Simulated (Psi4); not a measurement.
# CCSD(T)/def2-TZVP (sweep point 8) run of [NO2]+ (SMILES O=[N+]=O)

Aim: the vertical electron affinity of [NO2]+ at CCSD(T)/def2-TZVP (sweep point 8), from 2 runs. 

Program for the calculation: Psi4 1.11.

### 1 The molecule

The species is [NO2]+ (3 atoms), meant as a singlet with charge +1. SMILES: `O=[N+]=O`. The shape is that of a GFN2-xTB optimisation.

Bond lengths: O1–N2 1.091 Å, N2–O3 1.091 Å. Angles: O1–N2–O3 180.0°.

### 2 A single-point energy at CCSD(T)/def2-TZVP (sweep point 8)

input.dat

```
memory 1600 mb

molecule {
  1 1
  O     -0.563200     0.911190    -0.206000
  N     -0.000010    -0.000010     0.000000
  O      0.563210    -0.911180     0.206000
  symmetry c1
}

set globals {
  basis           def2-TZVP
  puream          true
  scf_type        pk
  num_frozen_docc 3
}

energy_value, wavefunction = energy("ccsd(t)", return_wfn=True)
```

Command:

```sh
$ psi4 -i input.dat -o output.dat -n 1
```

output.dat:

```text
[...]
  Running in c1 symmetry.
[...]
  Nuclear repulsion =   69.856929363039370
[...]
  Multiplicity = 1
[...]
  Nalpha       = 11
  Nbeta        = 11
[...]
    Number of basis functions: 93
[...]
   @RHF iter   1:  -203.64007857634030    4.63978e-01   6.53434e-03 DIIS/ADIIS
[...]
   @RHF iter  10:  -203.78122406111098   -5.35181e-11   3.43904e-09 DIIS
[...]
    Orbital Energies [Eh]
    ---------------------
    Doubly Occupied:
       1A    -21.100317     2A    -21.100240     3A    -16.305058
       4A     -2.136353     5A     -1.996278     6A     -1.262099
       7A     -1.216665     8A     -1.216665     9A     -1.183458
      10A     -0.926801    11A     -0.926801
[...]
  @RHF Final Energy:  -203.78122406111098
   => Energetics <=
    Nuclear Repulsion Energy =             69.8569293630393702
    One-Electron Energy =                -408.5348365147263507
    Two-Electron Energy =                 134.8966830905760332
    Total Energy =                       -203.7812240611109758
[...]
 Multipole Moments:
 ------------------------------------------------------------------------------------
     Multipole            Electronic (a.u.)      Nuclear  (a.u.)        Total (a.u.)
 ------------------------------------------------------------------------------------
 L = 1.  Multiply by 2.5417464519 to convert [e a0] to [Debye]
 Dipole X            :         -0.0000192            0.0000001           -0.0000191
 Dipole Y            :          0.0000009           -0.0000000            0.0000008
 Dipole Z            :         -0.0000277            0.0000000           -0.0000277
 Magnitude           :                                                    0.0000336
[...]
      * MP2 total energy                      = -204.452617755613801
[...]
      * CCSD total energy                     = -204.424048101574215
[...]
      * CCSD(T) total energy                  = -204.460540877302293
[...]
```

It took 16 s on 1 thread of Intel Xeon 6975P-C (Granite Rapids), shared host; peak memory 0.88 GiB.

### 3 Doublet neutral NO2

job.dat

```
memory 1600 MB

molecule system {
  0 2
  O     -0.563200     0.911190    -0.206000
  N     -0.000010    -0.000010     0.000000
  O      0.563210    -0.911180     0.206000
  symmetry c1
}

set globals {
  reference       uhf
  puream          true
  scf_type        pk
  num_frozen_docc 3
  maxiter         150
}

E = energy("ccsd(t)/def2-TZVP")
```

Command:

```sh
$ psi4 -n 1 job.dat job.out
```

job.out:

```text
[...]
  Running in c1 symmetry.
[...]
  Nuclear repulsion =   69.856929363039370
[...]
  Multiplicity = 2
[...]
  Nalpha       = 12
  Nbeta        = 11
[...]
    Number of basis functions: 93
[...]
   @UHF iter   1:  -203.97044215622452    1.33615e-01   4.77155e-03 ADIIS/DIIS
[...]
   @UHF iter  14:  -204.04058311400181   -1.08002e-12   2.67577e-09 DIIS
[...]
   @S^2 Observed:                7.645669808E-01
[...]
    Orbital Energies [Eh]
    ---------------------
    Alpha Occupied:
       1A    -20.668056     2A    -20.668008     3A    -15.807444
       4A     -1.739726     5A     -1.587269     6A     -0.915795
       7A     -0.910402     8A     -0.819776     9A     -0.804823
      10A     -0.654265    11A     -0.545721    12A     -0.315245
    Alpha Virtual:
      13A      0.173430    14A      0.201329    15A      0.324814
      16A      0.414945    17A      0.421511    18A      0.493690
      19A      0.569808    20A      0.593685    21A      0.597787
      22A      0.604441    23A      0.709866    24A      0.738247
      25A      0.969780    26A      1.042548    27A      1.043352
[...]
  @UHF Final Energy:  -204.04058311400181
   => Energetics <=
    Nuclear Repulsion Energy =             69.8569293630393702
    One-Electron Energy =                -417.7398502935928946
    Two-Electron Energy =                 143.8423378165516908
    Total Energy =                       -204.0405831140018051
  UHF NO Occupations:
  HONO-2 :   10  A 1.9979184
  HONO-1 :   11  A 1.9977219
[...]
 Multipole Moments:
 ------------------------------------------------------------------------------------
     Multipole            Electronic (a.u.)      Nuclear  (a.u.)        Total (a.u.)
 ------------------------------------------------------------------------------------
 L = 1.  Multiply by 2.5417464519 to convert [e a0] to [Debye]
 Dipole X            :          0.0000039            0.0000001            0.0000041
 Dipole Y            :          0.0000001           -0.0000000            0.0000000
 Dipole Z            :         -0.0000267            0.0000000           -0.0000267
 Magnitude           :                                                    0.0000270
[...]
      * MP2 total energy                      = -204.669046368280817
[...]
      * CCSD total energy                     = -204.667023492948459
[...]
      * CCSD(T) total energy                     = -204.694373983814927
[...]
```

It took 61 s on 1 thread of Intel Xeon 6975P-C (Granite Rapids), shared host; peak memory 0.91 GiB.

### 4 Outcome

Level: CCSD(T)/def2-TZVP (sweep point 8), 3 core orbitals frozen.

```
                                                                       quantity          value
                                                   singlet [NO2]+: total energy  -204.46054 Eh
                            singlet [NO2]+: HOMO energy (Hartree–Fock orbitals)      -25.22 eV
                            singlet [NO2]+: LUMO energy (Hartree–Fock orbitals)       -5.60 eV
                          singlet [NO2]+: HOMO–LUMO gap (Hartree–Fock orbitals)       19.62 eV
                    singlet [NO2]+: correlation energy (3 core orbitals frozen)     -679.3 mEh
                                                 singlet [NO2]+: (T) correction     -36.49 mEh
                                                  singlet [NO2]+: T1 diagnostic          0.019
                                              doublet neutral NO2: total energy  -204.69437 Eh
doublet neutral NO2: HOMO energy (Hartree–Fock orbitals) (highest over α and β)       -8.58 eV
 doublet neutral NO2: LUMO energy (Hartree–Fock orbitals) (lowest over α and β)        4.72 eV
               doublet neutral NO2: correlation energy (3 core orbitals frozen)     -653.8 mEh
                                            doublet neutral NO2: (T) correction     -27.35 mEh
                         doublet neutral NO2: ⟨S²⟩ of the reference determinant          0.765
                                             doublet neutral NO2: T1 diagnostic          0.024
                            vertical electron affinity (to the doublet neutral)       6.363 eV
```

**Reading.** At fixed nuclei the extra electron is bound by 6.36 eV (614 kJ/mol). The triples (singlet [NO2]+) make up 5.4 % of the correlation energy. The triples (doublet neutral NO2) make up 4.2 % of the correlation energy.
